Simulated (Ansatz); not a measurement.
A relaxation, step by step

NH₅O (SMILES O.N), singlet, PBE0-D4/def2-TZVP (Ansatz 0.2.0). Settings:

```yaml
hamiltonian: {xc: pbe0, dispersion: d4}
relax: {f_tol: 0.005, max_steps: 200}
```

Start (the SMILES describes the start alone):

```xyz
7
angstrom
O 0.0036 -0.3833 -1.9022
H -0.0199 -0.2498 -0.9195
H 0.0403 0.5346 -2.2257
N -0.0138 0.0144 0.9615
H -0.3879 -0.8361 1.4042
H 0.9392 0.1256 1.3330
H -0.5616 0.7945 1.3486
```

| step | energy less the last (meV) | largest force component (eV/Å) |
| --- | --- | --- |
| 1 | 36.8 | 0.959 |
| 2 | 10.0 | 0.587 |
| 3 | 1.9 | 0.150 |
| 4 | 0.7 | 0.073 |
| 5 | 0.1 | 0.038 |
| 6 | 0.1 | 0.001 |
| 7 | 0.0 | 0.006 |
| 8 (rejected trial) | 0.1 | 0.051 |
| 9 | 0.0 | 0.008 |
| 10 (rejected trial) | 0.0 | 0.054 |
| 11 (rejected trial) | 0.1 | 0.025 |
| 12 | 0.0 | 0.003 |
| 13 (rejected trial) | 0.1 | 0.079 |
| 14 | 0.0 | 0.002 |
| 15 (rejected trial) | 0.0 | 0.067 |
| 16 | 0.0 | 0.003 |

Step 4, positions (Å) and forces (eV/Å):

```csv
atom,x,y,z,Fx,Fy,Fz
O1,-0.003,-0.381,-1.869,-0.004,-0.019,0.044
H2,-0.010,-0.175,-0.915,0.002,-0.001,-0.037
H3,0.033,0.469,-2.309,0.001,0.027,-0.030
N4,-0.007,0.035,0.996,0.007,0.002,-0.047
H5,-0.387,-0.840,1.330,-0.033,-0.073,0.026
H6,0.932,0.115,1.364,0.068,0.009,0.023
H7,-0.558,0.778,1.403,-0.041,0.056,0.021
```

Step 6, positions (Å) and forces (eV/Å):

```
atom       x       y       z      Fx      Fy      Fz
  O1  -0.021  -0.380  -1.875  -0.001  -0.001  -0.001
  H2  -0.009  -0.164  -0.924   0.000   0.001   0.001
  H3   0.042   0.462  -2.327   0.001   0.000   0.000
  N4  -0.001   0.033   1.004   0.000   0.000   0.001
  H5  -0.383  -0.845   1.333   0.000  -0.001  -0.001
  H6   0.933   0.117   1.385   0.000   0.000   0.001
  H7  -0.562   0.775   1.404   0.000   0.000   0.000
```

Step 9, positions (Å) and forces (eV/Å):

```csv
atom,x,y,z,Fx,Fy,Fz
O1,-0.040,-0.379,-1.874,0.001,0.008,-0.001
H2,-0.013,-0.159,-0.924,-0.001,-0.003,0.002
H3,0.059,0.457,-2.331,0.000,-0.005,0.000
N4,0.003,0.035,1.004,0.000,0.000,0.002
H5,-0.377,-0.848,1.327,0.001,0.001,-0.001
H6,0.934,0.123,1.393,-0.001,0.000,-0.001
H7,-0.565,0.771,1.404,0.000,0.000,-0.001
```

Last step (16):

```xyz
7
angstrom
O -0.0591 -0.3761 -1.8739
H -0.0230 -0.1594 -0.9236
H 0.0813 0.4554 -2.3290
N 0.0043 0.0340 1.0041
H -0.3687 -0.8504 1.3281
H 0.9347 0.1293 1.3921
H -0.5695 0.7672 1.4021
```

The run took about 11 s on 2 CPU threads of an Arm Neoverse V2 (shared host).
